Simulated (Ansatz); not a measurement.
A nudged elastic band was laid between two geometries of AlH3O + H4Si (10 atoms, charge 0, multiplicity 1).

Computed with RKS PBE0/def2-SVPD (Ansatz).

| Item | Value |
| --- | --- |
| movable images | 5 |
| climbing image | yes |
| spring | 5.0 eV/Å² |
| optimiser | quadratic models (default) |
| start path | through a guess of the saddle point |
| force threshold | 0.03 eV/Å |
| iteration limit | 60 |
| end points | relaxed |

First end point:

```xyz
10
Properties=species:S:1:pos:R:3
Si 0.109 0.095 -0.150
H 0.490 -0.331 1.222
H 1.266 -0.041 -1.082
H -0.456 1.465 -0.201
H -0.918 -0.888 -0.681
O -2.538 0.002 1.440
Al -2.870 -0.956 0.027
H -2.852 -2.540 0.146
H -3.458 -0.160 -1.207
H -2.342 -0.384 2.294
```

Last end point:

```xyz
10
Properties=species:S:1:pos:R:3
Si -0.180 0.006 -0.744
H -0.668 0.561 2.983
H 0.926 -0.674 -0.005
H -0.109 1.476 -0.494
H -0.015 -0.246 -2.208
O -1.637 -0.576 -0.218
Al -3.157 -1.323 -0.028
H -3.704 -2.232 -1.205
H -3.927 -1.060 1.330
H -1.097 0.330 2.399
```

(1) Which bonds break or form, and what moves?

(2) What energy profile does the band end with?

(3) What is the geometry of the highest image?

Answers

(1) Bonds broken: Si1–H2, O6–H10. Bonds formed: Si1–O6, H2–H10. AlH3O + H4Si becomes AlH5OSi + H2.

(2) The run converged. The highest image is number 3 of 0 to 6, 1.68 eV above the first end and 2.05 eV above the last; the last end lies 0.37 eV below the first. Neighbouring images differ by up to 1.7 eV, so the band resolves the path poorly. A vibrational analysis at the climbing image gives one clearly imaginary mode, 1202i cm⁻¹: a first-order saddle point. The orbitals stay closed-shell, which can raise the energy where a bond breaks towards radicals; this wasn't checked here.

```
image  path coordinate (Å)  energy (eV)  Si1–H2 (Å)  O6–H10 (Å)  Si1–O6 (Å)
    0                 0.00         0.00        1.49        0.96        3.09
    1                 2.40         0.14        1.49        0.96        3.64
    2                 4.80         0.15        1.50        0.96        3.78
    3                 7.20         1.68        1.76        1.12        1.87
    4                 8.14        -0.01        2.43        1.90        1.68
    5                 9.08        -0.35        3.26        2.54        1.66
    6                10.02        -0.37        3.80        2.82        1.65
```

(3) 
```xyz
10
Properties=species:S:1:pos:R:3
Si -0.039 -0.040 0.010
H -0.416 0.873 1.465
H 1.049 -0.735 0.762
H 0.381 1.236 -0.646
H -0.247 -0.959 -1.182
O -1.826 -0.319 0.483
Al -3.282 -1.171 -0.001
H -3.221 -2.086 -1.281
H -4.528 -0.915 0.931
H -1.439 0.378 1.267
```

Run time: 3 min on 4 threads of Arm Neoverse V2, on a shared host, peak memory 0.35 GiB.
